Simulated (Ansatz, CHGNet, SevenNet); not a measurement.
Voigt–Reuss–Hill shear modulus (GPa) of solids drawn from the class of oxides, from the machine-learned potential CHGNet 0.3.0 (trained on PBE and PBE+U data); the machine-learned potential CHGNet-r²SCAN (trained on r²SCAN data); the machine-learned potential SevenNet-0 (trained on PBE and PBE+U data); the machine-learned potential SevenNet-l3i5 (trained on PBE and PBE+U data); PBE (PAW; Ansatz, a quantum-chemistry and plane-wave program); r²SCAN (Ansatz, plane waves, PAW).

```csv
solid,CHGNet 0.3.0,CHGNet-r²SCAN,SevenNet-0,SevenNet-l3i5,PBE,r²SCAN
cubic perovskite KTaO3,101,81.7,113,114,122,…
rock-salt SrO,41.3,42.9,48.7,54.8,55.2,…
rutile TiO2,91.8,67.6,92.8,100,109,120
cubic perovskite BaZrO3,69.2,62.8,87.2,88.5,91.8,101
cubic perovskite BaHfO3,75.4,67.0,98.2,98.3,99.0,109
rock-salt CaO,57.4,56.8,68.7,68.3,74.1,81.9
rutile SnO2,54.7,47.5,77.3,81.0,84.3,98.3
A-type hexagonal La2O3,17.1,13.6,31.0,31.5,36.6,42.7
```

Question: Complete the blanks.

Answer: 
- cubic perovskite KTaO3, r²SCAN: 135
- rock-salt SrO, r²SCAN: 59.8

The levels part most in proportion for A-type hexagonal La2O3 (13.6 to 42.7 GPa) and least for rock-salt CaO (56.8 to 81.9 GPa).

Ansatz's runs of these crystals have no spin polarisation.

Each level is taken at its own relaxed cell. Ansatz's density-functional and Hartree–Fock values are scalar-relativistic unless marked +SOC, with PAW data made under PBE.

Machine-learned potentials (CHGNet 0.3.0, CHGNet-r²SCAN, SevenNet-0, SevenNet-l3i5) are trained on DFT data: a solid inside that data is no test of them.
